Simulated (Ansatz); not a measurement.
# CH4O (triplet): the correlation ladder at distance C1–H5 along a hydrogen transfer = 1.261 Å, cc-pVDZ

An exercise on one series of results from a longer session: the logs are not shown, and one member is left open.

Program: Ansatz 0.2.0, Gaussian basis. Level of theory: cc-pVDZ, core rule «outside noble gas», up to 2 orbitals frozen. These are calculated values, not measurements.

The runs, in order: UHF; CCSD(T) on ROHF; CCSD(T) on UHF; BCCD(T) on ROHF; CISD; CCSDT(Q) on ROHF; CCSDT(Q) on UHF; CASSCF and MRCISD+Q, 4 electrons in 4 orbitals; CASSCF and NEVPT2, 4 electrons in 4 orbitals.

8 further runs of the same task are left out: 2 for a mislabelled method, 6 that didn't finish.

## The geometry

The geometry derives from fragments relaxed apart (PBE0/def2-TZVP) and kept rigid, so it is no stationary point. A hydrogen atom is moved between rigid fragments.

6 atoms, charge 0, spin multiplicity 3.

Atoms are counted from 1 here; the program's logs count them from 0.

Bond lengths: C1–H2 1.090 Å, C1–H3 1.090 Å, C1–H4 1.090 Å, C1–H5 1.261 Å. Angles: H2–C1–H3 109.5°, H2–C1–H4 109.5°, H2–C1–H5 109.5°, H3–C1–H4 109.5°, H3–C1–H5 109.5°, H4–C1–H5 109.5°.

Coordinates:

```
C    -1.34259    0.00000    0.00000
H    -1.70580    1.02730    0.00000
H    -1.70580   -0.51365    0.88967
H    -1.70580   -0.51365   -0.88967
H    -0.08159    0.00000    0.00000
O     1.33541    0.00000    0.00000
```

The first run:

in.yaml reads:

```yaml
crystal:
  periodic: [false, false, false]
  atoms:
    - {symbol: C, position_ang: [-1.342592, 0.000000, 0.000000]}
    - {symbol: H, position_ang: [-1.705798, 1.027301, 0.000000]}
    - {symbol: H, position_ang: [-1.705798, -0.513650, 0.889668]}
    - {symbol: H, position_ang: [-1.705797, -0.513650, -0.889669]}
    - {symbol: H, position_ang: [-0.081592, 0.000000, 0.000000]}
    - {symbol: O, position_ang: [1.335408, 0.000000, 0.000000]}
basis:
  gaussian: {orbitals: cc-pVDZ}
magnetization: {spin_polarized: true, initial_magnetization: 2}
hamiltonian: {xc: hf}
output: {orbitals: {seedname: orbitals}}
```

On the command line:

```sh
ansatz run in.yaml --threads 1 --pin off --events-out ev --progress --plain --max-ram 2393MiB
```

Among the steps run: UHF; CCSD(T) on ROHF; CCSD(T) on UHF; BCCD(T) on ROHF; CISD; CCSDT(Q) on ROHF; CCSDT(Q) on UHF; CASSCF and MRCISD+Q, 4 electrons in 4 orbitals; CASSCF and NEVPT2, 4 electrons in 4 orbitals.

One table of the session follows, with a row left open; its other results are not shown here.

```
       method  from UCCSDT(Q) (meV)
         ROHF               +9054.6
          UHF                     ?
         RMP2               +1312.5
         UMP2               +1288.0
         CISD                +902.4
        RCCSD                +198.6
        UCCSD                +192.5
     RCCSD(T)                 +30.2
     UCCSD(T)                 +29.1
      BCCD(T)                 +31.1
       RCCSDT                 +10.9
       UCCSDT                  +9.4
    RCCSDT(Q)                  +1.4
    UCCSDT(Q)                     0
  CASSCF pair               +8421.8
  NEVPT2 pair               +1207.5
  MRCISD pair                +774.7
MRCISD+Q pair                +102.8
```

Q: Estimate the row for UHF from the others.

As computed: from UCCSDT(Q) (meV): +8805.8. In the column «from UCCSDT(Q) (meV)» it lies between CASSCF pair (+8421.8) and ROHF (+9054.6).

To keep in mind: Restricted and unrestricted rows rest on different reference determinants; where their highest levels disagree by more than a few hundredths of an eV, they describe different states and don't form one ladder.
